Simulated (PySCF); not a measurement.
AlCl3, SMILES [Cl][Al]([Cl])[Cl]. Atoms are numbered in the order given.

```xyz
4

Al     0.0000     0.0000     0.0000
Cl    -2.0780     0.0000     0.0000
Cl     1.0390     1.7996     0.0000
Cl     1.0390    -1.7996     0.0000
```

Geometry optimised at PBE0-D3(BJ)/def2-SVP. The isomer is the one that the SMILES or the coordinates give; other isomers of the formula were not compared.

Calculation: PySCF with TDA-B3LYP/def2-SVPD.

Vertical excitations; the highest root listed may be one member of a degenerate set. Isolated molecule, no solvent. State labels are in the subgroup C2v.

| state | symmetry | energy (eV) | λ (nm) | f | main pairs |
|---|---|---|---|---|---|
| S1 | B1 | 6.28 | 197 | 0.000 | HOMO→LUMO 99 % |
| S2 | A2 | 6.56 | 189 | 0.000 | HOMO→LUMO+1 100 % |
| S3 | A2 | 6.70 | 185 | 0.000 | HOMO−2→LUMO (degenerate set) |
| S4 | B2 | 6.70 | 185 | 0.000 | HOMO−1→LUMO (degenerate set) |
| S5 | B1 | 6.94 | 179 | 0.038 | HOMO−3→LUMO (degenerate set) |
| S6 | A1 | 6.94 | 179 | 0.038 | HOMO−4→LUMO (degenerate set) |
| S7 | A2 | 7.17 | 173 | 0.000 | HOMO−3→LUMO+1 (degenerate set) |
| S8 | B2 | 7.17 | 173 | 0.000 | HOMO−4→LUMO+1 (degenerate set) |
| S9 | B1 | 7.41 | 167 | 0.093 | HOMO−2→LUMO+1 (degenerate set) |
| S10 | A1 | 7.41 | 167 | 0.093 | HOMO−1→LUMO+1 (degenerate set) |
| T1 | B1 | 6.03 | 206 | 0 | HOMO→LUMO 98 % |
| T2 | A2 | 6.45 | 192 | 0 | HOMO→LUMO+1 99 % |
| T3 | A2 | 6.46 | 192 | 0 | HOMO−2→LUMO (degenerate set) |
| T4 | B2 | 6.46 | 192 | 0 | HOMO−1→LUMO (degenerate set) |
Triplets are in the Tamm–Dancoff approximation.
